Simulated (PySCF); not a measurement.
# Unknown compound

Molecular formula: C$_{5}$H$_{12}$O. Simulated spectra:

1H NMR (300 MHz, computed): δ 3.56 (q, 2H), 3.41 (t, 2H), 1.72 (m, 2H), 1.28 (t, 3H), 0.93 (t, 3H).

13C{1H} NMR (computed): δ 79.1 (CH2), 71.4 (CH2), 27.8 (CH2), 18.0 (CH3), 11.7 (CH3).

PySCF 2.14.0 with density-fitted response routines calculation with GIAO PBE0/pcSseg-1 shieldings and GFN2-xTB geometry; no solvent model, equivalent nuclei averaged, single conformer, relativity neglected.

Shifts are taken against calculated references (same method and geometry level): TMS for 1H and 13C.

**Question.** Which of these isomers gave the spectra?
A. CC(C)(C)CO
B. CC(C)[C@H](C)O
C. COCC(C)C
D. CCCOCC
E. COC(C)(C)C
F. CCOC(C)C

**Answer.** D. 

The formula gives 0 degrees of unsaturation. 5 carbon signals for 5 carbons: no two carbons are equivalent. Carbon types of the structure: 3 × CH2, 2 × CH3, which accounts for all hydrogens. δC 79.1, 71.4: sp3 CH2 bonded to O; the inductive effect lowers its shielding. δC 27.8: sp3 CH2; aliphatic region, no heteroatom directly attached. δC 18.0, 11.7: methyl carbon; saturated and bonded to C and H only. δH 3.56, 3.41: hydrogen on an sp3 CH2 bonded to O; its carbon carries O, hence the downfield position. δH 1.72: hydrogen on an sp3 CH2.

The others: COC(C)(C)C would give 3 carbon signals, not 5; CCOC(C)C would give 4 carbon signals, not 5; COCC(C)C would give 4 carbon signals, not 5; CC(C)[C@H](C)O has carbons computed at 77.3, 43.8, 25.4, 21.9, 21.1, with a different DEPT pattern; CC(C)(C)CO would give 3 carbon signals, not 5.

Shifts are as computed. Against solution values, carbons near 30 ppm lie about +3 ppm off and those near 130 ppm about +5 ppm. Of 1211 compounds with measured shifts, 218 miss one by over three times the rms of a fit or turn the order of signals round; such compounds aren't used in these exercises. Multiplicities follow the n + 1 count of equivalent neighbours, as no J values were calculated; m marks all less simple cases, F and P coupling included.
